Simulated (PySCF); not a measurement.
**Basis set benchmark on one molecule**

Molecule: 1,1,1,2-tetrafluoroethane, C₂H₂F₄.

Atoms are numbered as in `[F:1][CH2:2][C:3]([F:4])([F:5])[F:6]`. Each H is labelled by its parent atom.

Geometry PBE0-D3(BJ)/def2-SVP throughout; GIAO in PySCF 2.14.0 with density-fitted response routines, gas phase, one conformer, non-relativistic; equivalent atoms averaged; functional PBE0.

Reference values (measured; Wikipedia, Fluorine-19 nuclear magnetic resonance spectroscopy): δ(F1) = -241.0 ppm vs CFCl3. Computed shifts are taken against CFCl3, calculated as an isolated molecule at each level.

How do the basis sets STO-3G, 6-31G, pcSseg-0, 6-31G*, def2-SVP, cc-pVDZ, pcSseg-1, aug-cc-pVDZ, 6-311+G(2d,p), def2-TZVP, cc-pVTZ, IGLO-III, pcSseg-2 perform against the reference? Times are CPU seconds on shared hosts with different chips, so compare them loosely.

Results:


```
    basis set  functions      F1  abs. error F  core-s
       STO-3G         32  -157.3          83.7     1.2
        6-31G         58  -265.8          24.8     2.4
     pcSseg-0         58  -288.0          47.0     3.2
       6-31G*         88  -247.4           6.4     3.4
     def2-SVP         94  -236.0           5.0     3.5
      cc-pVDZ         94  -243.3           2.3     5.7
     pcSseg-1        112  -262.6          21.6     8.4
  aug-cc-pVDZ        156  -243.8           2.8      11
6-311+G(2d,p)        174  -259.6          18.6     8.1
    def2-TZVP        198  -257.3          16.3     9.9
      cc-pVTZ        208  -254.5          13.5      16
     IGLO-III        230  -260.9          19.9      18
     pcSseg-2        244  -259.8          18.8      19
```

For ¹⁹F the closest is cc-pVDZ (2.3 ppm) and the furthest STO-3G (83.7 ppm). Where a smaller basis beats a larger one, errors probably cancel; the largest sets show where the functional converges. One molecule is a small sample, and vibrational and solvent effects are absent from the calculation.

A small basis that lands close on one nucleus may do so by chance; judge by the trend and by all nuclei.
